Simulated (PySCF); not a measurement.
# Basis-set dependence of population analyses: methylenecyclopropene

Compound: methylenecyclopropene, C₄H₄.
Cartesian coordinates in Å at the PBE0-D3(BJ)/def2-SVP level; atoms count from 1:
```xyz
8
C4H4 angstrom
C      1.4805    0.0471    0.1755
C      0.1608   -0.0037    0.0081
C     -1.1528    0.5845    0.0075
C     -1.0602   -0.6940   -0.3144
H      2.0975   -0.8398    0.0173
H      1.9705    0.9755    0.4746
H     -1.7896    1.4540    0.1591
H     -1.5685   -1.6093   -0.6114
```

PBE0 throughout (PySCF), one geometry, spherical d and f functions. Isolated species at its PBE0-D3(BJ)/def2-SVP geometry, gas phase. Atoms taken as equivalent share a column and are averaged.

Mulliken charges (e):

```tsv
basis	functions	C1	C2	C3/C4	H5/H6	H7/H8
pcSseg-0	44	-0.443	-0.205	-0.159	+0.209	+0.273
cc-pVDZ	76	-0.143	+0.050	-0.014	+0.031	+0.029
pcSseg-1	88	-0.213	-0.064	-0.075	+0.114	+0.100
aug-cc-pVDZ	128	+0.453	+0.307	+0.453	-0.383	-0.449
cc-pVTZ	176	-0.386	+0.126	-0.111	+0.106	+0.135
IGLO-III	180	-0.307	+0.022	-0.070	+0.091	+0.122
```

IAO charges (e):

```csv
basis,functions,C1,C2,C3/C4,H5/H6,H7/H8
pcSseg-0,44,-0.421,+0.012,-0.118,+0.145,+0.177
cc-pVDZ,76,-0.455,+0.045,-0.118,+0.146,+0.177
pcSseg-1,88,-0.456,+0.040,-0.116,+0.146,+0.178
aug-cc-pVDZ,128,-0.473,+0.045,-0.119,+0.151,+0.181
cc-pVTZ,176,-0.469,+0.046,-0.120,+0.151,+0.181
IGLO-III,180,-0.474,+0.045,-0.119,+0.152,+0.182
```

Hirshfeld charges (e):

```tsv
basis	functions	C1	C2	C3/C4	H5/H6	H7/H8
pcSseg-0	44	-0.176	-0.020	-0.017	+0.032	+0.083
cc-pVDZ	76	-0.186	-0.017	-0.015	+0.031	+0.085
pcSseg-1	88	-0.188	-0.017	-0.016	+0.032	+0.086
aug-cc-pVDZ	128	-0.190	-0.021	-0.019	+0.033	+0.091
cc-pVTZ	176	-0.190	-0.018	-0.018	+0.032	+0.089
IGLO-III	180	-0.190	-0.021	-0.018	+0.033	+0.090
```

Which scheme is steadiest as the basis changes?

Largest range over the bases for any column: Hirshfeld 0.01 e, IAO 0.05 e, Mulliken 0.90 e. Hirshfeld charges move least and Mulliken charges most, counted in e.

How much do the charges still move between the two largest bases, cc-pVTZ and IGLO-III?

At most, over all atoms: Mulliken 0.103 e, IAO 0.005 e, Hirshfeld 0.003 e.

What do the same runs give for the total energy, the frontier levels and the dipole moment?

| basis | energy (Eh) | HOMO (eV) | LUMO (eV) | μ (D) |
| --- | --- | --- | --- | --- |
| pcSseg-0 | -154.1515 | -6.11 | -0.56 | 1.89 |
| cc-pVDZ | -154.5216 | -5.84 | -0.35 | 2.09 |
| pcSseg-1 | -154.4932 | -5.99 | -0.55 | 2.09 |
| aug-cc-pVDZ | -154.5281 | -5.99 | -0.70 | 2.16 |
| cc-pVTZ | -154.5638 | -5.96 | -0.54 | 2.13 |
| IGLO-III | -154.5688 | -6.00 | -0.68 | 2.16 |

The dipole is fixed by the density alone, so its range of 0.27 D shows that the density itself changes with the basis, not only its division among atoms.
